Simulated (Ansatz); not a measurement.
A made-up structure of AlSiH$_{4}$O (charge -1), singlet:

O1  (-1.667, -0.852, -0.711)
Al2  (0.914, 0.523, 1.600)
Si3  (-0.276, 0.185, -0.452)
H4  (-2.112, -0.709, -1.547)
H5  (-0.194, 0.998, -1.614)
H6  (2.258, 0.666, 0.903)
H7  (1.050, -0.934, 2.009)
(Å)

It is relaxed with PBE-D4/def2-SVPD and then PBE0-D4/def2-TZVPD (Ansatz 0.2.0). Atoms count as bonded within 1.22 times the sum of their covalent radii (H–H: 0.88 Å). The end point is not checked to be a true minimum.

Task: Does its bonding change? (A judgement: the text doesn't fix the answer.)

Result: Computed: No: no bond forms or breaks.

Where it ends: The first stage lowers the energy by 0.90 eV in 18 steps. It ends as AlSiH₄O ([OH][SiH][AlH2]), total charge -1:
```xyz
7
angstrom
O -1.5715 -0.9435 -1.1007
Al 0.9096 0.1856 1.1343
Si -0.0327 -0.1834 -0.9975
H -2.2455 -0.4437 -0.6405
H -0.1858 1.1067 -1.7905
H 2.3023 1.0240 1.2107
H 0.7989 -0.8674 2.3719
```

Labels in which every atom is bracketed show which atoms are joined, not bond orders.

For scale, one of the runs: PBE0-D4/def2-TZVPD relaxation, 162 basis functions, launched by `ansatz run in.yaml --threads 2 --pin off --events-out ev --progress --plain --max-ram 4352MiB`. The run took about 29 s on 2 CPU threads of an Arm Neoverse V2 (shared host).
